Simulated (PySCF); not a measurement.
# Boron: a sound run and one with changed settings

Sound run: B [He] 2s2 2p1, B+ [He] 2s2. Computed with PySCF 2.14 in def2-TZVP (5s3p2d1f, 31 functions), with no relativity, point nucleus. The sound run starts from symmetry-adapted Hartree-Fock orbitals and uses a fine grid where one is needed.

A second run was set up differently.

| species | method | sound run (hartree) | changed run (hartree) | converged |
| --- | --- | --- | --- | --- |
| B | UHF | -24.53233 | -24.53233 | yes |
| B | PBE0 | -24.61828 | -24.61841 | yes |
| B | B3LYP | -24.66392 | -24.66325 | yes |
| B+ | UHF | -24.23683 | -24.23683 | yes |
| B+ | PBE0 | -24.30057 | -24.30183 | yes |
| B+ | B3LYP | -24.34282 | -24.34267 | yes |

Ionisation energy of B:

```csv
method,sound run (eV),changed run (eV)
UHF,8.041,8.041
PBE0,8.645,8.615
B3LYP,8.738,8.724
```

Task: What was changed?
A. level shift left on
B. basis contracted for another Hamiltonian
C. radial grid too coarse
D. too few SCF iterations

Result: C. It used radial step 0.5 in ln r (0.13 in the sound run). A coarse radial grid mis-integrates the density and the exchange-correlation energy, with errors of either sign; Hartree-Fock needs no grid.
